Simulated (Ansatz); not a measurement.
# P2H4 (quintet): from Hartree-Fock to the top rungs, cc-pVDZ

An exercise on one series of results from a longer session: the logs are not shown, and one member is left open.

Computed with Ansatz 0.2.0, Gaussian basis. Level: cc-pVDZ, core rule «outside noble gas», up to 10 orbitals frozen.

The runs, in order: UHF; CCSD(T) on ROHF; CCSD(T) on UHF; BCCD(T) on ROHF; CISD; CCSDT(Q) on ROHF; CCSDT(Q) on UHF; CASSCF and MRCISD+Q, 10 electrons in 10 orbitals; CASSCF and NEVPT2, 10 electrons in 10 orbitals.

27 further runs of the same task are left out: 4 for a known fault of the program, 6 that didn't finish, 17 set aside as unsound or not needed.

### The system

The geometry is a PBE0/def2-TZVP stationary point (not a proven minimum) of the parent state, kept for this charge and spin.

6 atoms, charge 0, spin multiplicity 5.

Atoms are counted from 1 here; the program's logs count them from 0.

Bond lengths: P1–H3 1.432 Å, P1–H4 1.419 Å, P2–H5 1.423 Å, P2–H6 1.423 Å. Angles: H3–P1–H4 92.7°, H5–P2–H6 91.9°.

Set-up of the first run:

The input, in.yaml:

```yaml
crystal:
  periodic: [false, false, false]
  atoms:
    - {symbol: P, position_ang: [0.000410, 0.075491, 1.482258]}
    - {symbol: P, position_ang: [-0.001097, -0.100946, -1.530751]}
    - {symbol: H, position_ang: [0.001413, 0.336220, 2.890757]}
    - {symbol: H, position_ang: [-0.002702, -1.330867, 1.673933]}
    - {symbol: H, position_ang: [1.033146, 0.875712, -1.536829]}
    - {symbol: H, position_ang: [-1.010723, 0.901145, -1.537658]}
basis:
  gaussian: {orbitals: cc-pVDZ}
magnetization: {spin_polarized: true, initial_magnetization: 4}
hamiltonian: {xc: hf}
output: {orbitals: {seedname: orbitals}}
```

Command:

```bash
ansatz run in.yaml --threads 1 --pin off --events-out ev --progress --plain --max-ram 2393MiB
```

Among the steps run: UHF; CCSD(T) on ROHF; CCSD(T) on UHF; BCCD(T) on ROHF; CISD; CCSDT(Q) on ROHF; CCSDT(Q) on UHF; CASSCF and MRCISD+Q, 10 electrons in 10 orbitals; CASSCF and NEVPT2, 10 electrons in 10 orbitals.

One of the session's tables, all rows but one given; the rest of the session is left out.

| method | from UCCSDT(Q) (meV) |
| --- | --- |
| ROHF | +7335.7 |
| UHF | +7078.3 |
| RMP2 | +1570.3 |
| UMP2 | +1599.8 |
| CISD | +875.1 |
| RCCSD | +227.1 |
| UCCSD | +223.1 |
| RCCSD(T) | ? |
| UCCSD(T) | +55.7 |
| BCCD(T) | +55.3 |
| RCCSDT | +8.2 |
| UCCSDT | +7.8 |
| RCCSDT(Q) | +0.5 |
| UCCSDT(Q) | 0 |
| CASSCF valence | +6054.3 |
| NEVPT2 valence | +1591.0 |
| MRCISD valence | +646.1 |
| MRCISD+Q valence | +67.4 |

Q: Estimate the row for RCCSD(T) from the others.

The run gave: from UCCSDT(Q) (meV): +54.6. In the column «from UCCSDT(Q) (meV)» it lies between RCCSDT (+8.2) and BCCD(T) (+55.3).

Caveats from the session: Restricted and unrestricted rows rest on different reference determinants; where their highest levels disagree by more than a few hundredths of an eV, they describe different states and don't form one ladder.
